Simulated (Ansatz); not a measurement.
A nudged elastic band was laid between two geometries of CH₃FO (6 atoms, charge 0, multiplicity 1).

Level of theory: Ansatz 0.2.0, RKS B3LYP/def2-SVP.

```
movable images  : 5
climbing image  : yes
spring          : 5.0 eV/Å²
optimiser       : quadratic models (default)
start path      : IDPP
force threshold : 0.05 eV/Å
iteration limit : 60
end points      : relaxed
```

First end point:

```xyz
6
Properties=species:S:1:pos:R:3
O -0.789 -0.710 -0.249
C 0.246 0.052 0.230
F -0.101 1.386 0.317
H -0.942 -0.484 -1.178
H 1.151 0.004 -0.409
H 0.477 -0.311 1.244
```

Last end point:

```xyz
6
Properties=species:S:1:pos:R:3
O -0.466 -0.595 -0.793
C 0.316 0.078 0.113
F -0.024 1.414 0.186
H -1.371 -0.639 -0.454
H 1.358 0.005 -0.239
H 0.230 -0.327 1.141
```

(1) Which bonds break or form, and what moves?

(2) Give the energies along the band, and the barrier.

(3) What is the geometry of the highest image?

(4) What are the harmonic wavenumbers there?

The band took 5 iterations and of the order of 28 core-seconds.

Results:

(1) No bond is made or broken. The dihedral H4–O1–C2–F3 goes from 68 to -68°. The two ends are copies of one structure, up to a mirror image or an exchange of like atoms.

(2) It converged. The highest image is number 3 of 0 to 6, 14.1 kJ/mol above the ends, which have the same energy within 2 meV. A vibrational analysis at the climbing image gives one clearly imaginary mode, 456i cm⁻¹: a first-order saddle point.

```
image  path coordinate (Å)  energy (kJ/mol)  dihedral H4–O1–C2–F3 (°)
    0                 0.00              0.0                        68
    1                 0.25              3.1                        47
    2                 0.49             10.1                        24
    3                 0.74             14.1                         0
    4                 0.99             10.1                       -24
    5                 1.23              3.1                       -47
    6                 1.48              0.0                       -68
```

(3) 
```xyz
6
Properties=species:S:1:pos:R:3
O -0.547 -0.840 -0.480
C 0.306 0.020 0.193
F -0.135 1.317 0.070
H -1.247 -0.299 -0.871
H 1.328 -0.034 -0.232
H 0.336 -0.228 1.273
```

(4) 456i, 510, 1015, 1138, 1173, 1252, 1289, 1476, 1544, 2993, 3041, 3827 cm⁻¹.

Time of the run: 28 s on 1 thread of Arm Neoverse V2 (shared host), peak memory 0.1 GiB.
